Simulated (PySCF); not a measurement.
An unknown is described by computed data only.

Elements present: C, H and N. Monoisotopic mass: 58.0651 u (electron mass counted); charge +1.

| Quantity | Value |
| --- | --- |
| Triplet | lowest triplet excitation (Tamm–Dancoff): 8.63 eV [TDA PBE0/def2-SVPD] |
| UV, strongest line | among the 8 lowest singlet transitions: S2 at 8.95 eV (139 nm, f = 0.022) [TDDFT PBE0/def2-SVPD] |
| 1H NMR | chemical shifts (computed TMS as zero) by class: 5.01 (2 H), 4.84 (4 H), 3.23 (2 H) ppm [GIAO PBE0/pcSseg-1] |
| Couplings | largest of the computed one-bond spin–spin couplings (means over like bonds): 13C–1H +160.8 (×4), 13C–1H +153.3 (×2), 15N–1H -81.3 (×2), 13C–13C +30.6 (×2), 15N–13C -4.9 (×2) Hz [B3LYP/pcJ-1, spin–dipole term left out for some pairs] |
| NMR, other nuclei | isotropic shieldings of nuclei other than C and H, by class: 213 (1 N) ppm [GIAO PBE0/pcSseg-1] |
| 13C NMR | chemical shifts (computed TMS as zero) by class: 52.4 (2 C), 20.2 (1 C) ppm [GIAO PBE0/pcSseg-1] |
| Rotational structure | rotational constants A, B, C: 11.282, 10.561, 6.323 GHz [GFN2-xTB] |
| UV, first state | lowest singlet excitation: 8.83 eV (140 nm, f = 0.001) [TDDFT PBE0/def2-SVPD] |

Electronic properties: PySCF, gas phase, density fitting. Levels stand in brackets. Geometry: GFN2-xTB; no solvent, vibrations or thermal averaging. NMR classes are plain means over equivalent atoms (diastereotopic ones count apart unless rotation or inversion swaps them), as if these changed places fast.

Q: Which formula fits the mass and the elements?

A: C3H8N (calculated 58.0651). No other formula that holds each of these elements comes within 0.0003 u with a fitting electron parity and a possible valence count.

Q: Propose a structure and show how it fits.

A: Numbering: `[CH2:1]1[CH2:2][NH2+:3][CH2:4]1`. 3 carbons fall into 2 classes; from least to most shielded: ring sp3 carbon bound to nitrogen [C2/C4] (52.4 ppm, 2 C), four-membered-ring carbon [C1] (20.2 ppm). Hydrogen classes from least to most shielded: 2 H on an ammonium nitrogen, N3 (5.01 ppm), 4 H on 2 like atoms (sp3 carbon bound to nitrogen), C2/C4 (4.84 ppm), 2 H on a four-membered-ring carbon, C1 (3.23 ppm). The other shieldings belong to: 213 ppm, ammonium nitrogen [N3]. The couplings run between: +160.8 Hz, sp3 carbon bound to nitrogen [C2] and its hydrogen (with 3 like pairs); +153.3 Hz, four-membered-ring carbon [C1] and its hydrogen (with 1 like pair); -81.3 Hz, ammonium nitrogen [N3] and its hydrogen (with 1 like pair); +30.6 Hz, four-membered-ring carbon [C1] and sp3 carbon bound to nitrogen [C2] (with 1 like pair); -4.9 Hz, ammonium nitrogen [N3] and sp3 carbon bound to nitrogen [C2] (with 1 like pair). S1 is mainly HOMO→LUMO (weight 0.99); the largest Löwdin shares of the orbital it empties are 0.28 on the four-membered-ring carbon, 0.13 on a methylene hydrogen and 0.12 on each of 2 atoms of one kind (sp3 carbon bound to nitrogen), of the orbital it fills 0.18 on each of 2 atoms of one kind (N–H hydrogen) and 0.17 on the ammonium nitrogen. The optimised geometry has point group Cs and is an asymmetric top. Structure: `C1C[NH2+]C1`. Computed isomers that give other values at the same levels: `C=[N+](C)C` (13C chemical shifts (computed TMS as zero) by class: 178.3 (1 C), 49.7 (2 C) ppm). The assignments are read from this structure; whether some other isomer fits the data as well wasn't checked.
